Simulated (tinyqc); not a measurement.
Worked calculation: CCD on RHF in the sto-3g basis, frozen core, for LiH, spin multiplicity 1. One step of it, computed by the program tinyqc.

Task: CCD: starting amplitudes. t_ij^ab = <ij||ab> / (e_i + e_j - e_a - e_b), whose energy is MP2.

orbital energies (hartree): MO1 -2.345965, MO2 -0.301843, MO3 0.079530, MO4 0.163218, MO5 0.163218, MO6 0.598686

Two-electron integrals over orbitals (pq|rs), unique and non-zero (hartree); the lowest 1 orbital is frozen and left out:
```
(22|22) 0.501932    (32|22) -0.045237   (32|32) 0.011297    (33|22) 0.230284
(33|32) 0.004704    (33|33) 0.339532    (42|42) 0.024632    (43|42) 0.019183
(43|43) 0.041406    (44|22) 0.280641    (44|32) 0.003716    (44|33) 0.282415
(44|44) 0.312946    (52|52) 0.024632    (53|52) 0.019183    (53|53) 0.041406
(54|54) 0.016869    (55|22) 0.280641    (55|32) 0.003716    (55|33) 0.282415
(55|44) 0.279207    (55|55) 0.312946    (62|22) 0.138757    (62|32) -0.032456
(62|33) -0.005490   (62|44) -0.004421   (62|55) -0.004421   (62|62) 0.122207
(63|22) -0.050630   (63|32) 0.007518    (63|33) 0.036159    (63|44) 0.000617
(63|55) 0.000617    (63|62) -0.030343   (63|63) 0.026316    (64|42) -0.019280
(64|43) -0.013902   (64|64) 0.019004    (65|52) -0.019280   (65|53) -0.013902
(65|65) 0.019004    (66|22) 0.460040    (66|32) -0.040852   (66|33) 0.242487
(66|44) 0.270187    (66|55) 0.270187    (66|62) 0.146531    (66|63) -0.042909
(66|66) 0.456876
```

Give: Starting amplitudes; correlation energy.

Result:

Starting amplitudes (spin orbitals 1a, 1b, ...; amplitudes related by a flip of all spins are not repeated):

| from | to | t |
|---|---|---|
| 2a 2b | 6a 6b | -0.0679 |
| 2a 2b | 5a 5b | -0.0265 |
| 2a 2b | 4a 4b | -0.0265 |
| 2a 2b | 3a 6b | 0.0253 |
| 2a 2b | 3a 3b | -0.0148 |

correlation energy = -0.011408 hartree
